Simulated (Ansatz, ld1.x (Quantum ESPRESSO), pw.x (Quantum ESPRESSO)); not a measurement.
## From atom to crystal: PAW potential for lithium (Li)

| Property | Result |
| --- | --- |
| Element | lithium (Li) |
| Generator | ld1.x (Quantum ESPRESSO) 7.5 |
| Type | PAW |
| Functional | LDA (PW92) |
| Relativity | scalar-relativistic |
| Frozen core | none |
| Valence charge | 3 |
| Reference configuration | 1s2 2s1 2p0 |
| Partial waves | 1s (bound): rcut 1.00, rcutus 1.35 bohr; 2s (bound): rcut 1.00, rcutus 1.35 bohr; 2p (bound, empty): rcut 3.60, rcutus 4.45 bohr; 2p channel at 2.6 Ry: rcut 3.60, rcutus 4.45 bohr; 3d channel at -0.1 Ry: rcut 2.70, rcutus 3.55 bohr; 3d channel at 1.15 Ry: rcut 2.70, rcutus 3.55 bohr |
| Local potential | all-electron potential smoothed inside 2.45 bohr (lloc = -2) |
| Core correction | none |
| Augmentation charge | BESSEL, radius 0.95 bohr |

Atomic tests: cutoffs needed: 40 Ry and 50 Ry (the cutoffs (Ry, on a coarse ladder) from which the occupation-weighted sum of valence levels, in a spherical-Bessel basis at the reference potential, stays within 10 and 1 mRy of its value at 400 Ry); ghost test: no extra level below or beside the all-electron valence levels (s, p, d, f tested) (spherical-Bessel basis up to 400 Ry, 20 bohr box); configuration tests: test run stopped at test 2 of 6 (negative rho), 1 before it not solved.

Crystal test: diamond Li in pw.x 7.5, no spin, 8³ k-points, Fermi–Dirac smearing 0.01 Ry, cutoffs 60/480 Ry. The reference is all-electron LAPW (Ansatz 0.2.0) with the same functional, mesh and smearing; V0 and B0 come from Birch–Murnaghan fits to the pressures at five volumes. Errors are pseudo minus all-electron; Δ is the rms difference of the E(V) curves that follow from these fits, minima aligned, over ±6 % about the mean V0. Mesh and smearing are coarse, so the numbers serve the comparison and aren't converged zero-temperature values; the lattice is a test structure that the element need not adopt.

All-electron: a0 = 5.734 Å (V0 = 23.57 Å³/atom), B0 = 5.8 GPa.

How far does the potential miss the all-electron equation of state?

mean pressure error (GPa): +5.30. The pressure does not cross zero within the volumes sampled, so no fit is given. The largest radius (4.45 bohr) exceeds half the bond length (2.35 bohr), so the spheres overlap, which is one possible source of error among others. This is a poor potential for the solid. Atomic configuration tests: test run stopped at test 2 of 6 (negative rho), 1 before it not solved.

```json
{"V (Å³/atom)": "22.439", "P all-electron (GPa)": "0.31", "P pseudo (GPa)": "7.18"}
{"V (Å³/atom)": "23.029", "P all-electron (GPa)": "0.14", "P pseudo (GPa)": "6.11"}
{"V (Å³/atom)": "23.620", "P all-electron (GPa)": "-0.01", "P pseudo (GPa)": "5.18"}
{"V (Å³/atom)": "24.210", "P all-electron (GPa)": "-0.15", "P pseudo (GPa)": "4.38"}
{"V (Å³/atom)": "24.801", "P all-electron (GPa)": "-0.27", "P pseudo (GPa)": "3.68"}
```

At the middle volume, how do free energy and pressure move when the wave cutoff is lowered (ecutrho held at 480 Ry)?

```
cutoff (Ry)  shift of F (meV/atom)  shift of P (GPa)
         27                 +418.0             -3.14
         36                 +188.1             -3.31
         48                  +24.7             -1.19
```

The run at the middle volume (29 k-points, 8 iterations) took about 20 s on one core of a shared host (Neoverse-V1, 32 threads, 247 GiB, load 30).
